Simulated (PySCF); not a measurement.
Molecule: SMILES O=C(O)C(F)F, C₂H₂F₂O₂.

Atoms are numbered as in `[O:1]=[C:2]([OH:3])[CH:4]([F:5])[F:6]`. Each H is labelled by its parent atom.

Geometry PBE0-D3(BJ)/def2-SVP throughout; GIAO in PySCF, gas phase, one conformer, non-relativistic; equivalent atoms averaged; basis pcSseg-2.

(1) How do the absolute shieldings σ depend on the functional? (ppm; last column core-seconds on shared hosts with different chips, so compare them loosely)

(2) Which nucleus moves most, in ppm?

Results:

(1) 
```tsv
functional	kind	O1	O3	C2	C4	F5/F6	H(O3)	H(C4)	core-s
HF	Hartree–Fock	-89.6	163.4	18.5	92.3	358.2	25.20	26.27	19
LDA	LDA	-108.5	109.4	4.6	58.9	301.7	24.50	24.50	37
PBE	GGA	-97.8	113.1	8.5	61.7	301.7	25.11	25.00	29
BLYP	GGA	-100.5	110.9	3.6	56.8	299.6	25.33	25.17	48
BP86	GGA	-97.0	113.3	8.6	61.8	303.4	25.18	25.06	46
OPBE	GGA	-81.8	122.6	19.2	70.7	309.4	25.10	25.10	49
KT2	GGA	-75.8	121.4	19.3	69.1	301.2	25.29	25.05	45
KT3	GGA	-72.2	123.9	19.9	69.4	304.0	25.41	25.27	45
B97-D	GGA	-83.7	119.6	12.3	64.2	308.2	25.32	25.25	46
B3LYP	global hybrid	-104.5	122.6	5.6	64.5	314.7	25.21	25.42	32
PBE0	global hybrid	-102.1	127.4	10.8	70.8	320.1	25.03	25.36	32
mPW1PW91	global hybrid	-103.8	126.9	10.0	70.2	320.8	25.08	25.41	30
WP04	global hybrid	-111.5	117.5	-1.0	56.1	316.1	25.14	25.70	19
B97-2	global hybrid	-93.4	130.3	13.4	71.3	320.8	25.20	25.46	19
BHandHLYP	global hybrid	-105.6	140.2	9.6	75.2	332.9	25.13	25.73	19
CAM-B3LYP	range-separated hybrid	-104.5	131.6	6.1	67.5	321.0	25.07	25.40	25
wB97X-D	range-separated hybrid	-104.4	131.1	9.8	70.9	324.0	25.14	25.51	25
LC-wPBE	range-separated hybrid	-98.8	139.4	9.3	72.1	328.5	25.02	25.45	35
```

(2) F5/F6 (fluorine of a CF2 group): from 299.6 ppm with BLYP to 358.2 ppm with HF. The smallest spread is 0.92 ppm, at H(O3). Proton shifts span only some 12 ppm, so a few tenths of a ppm matter as much there as several ppm in carbon.
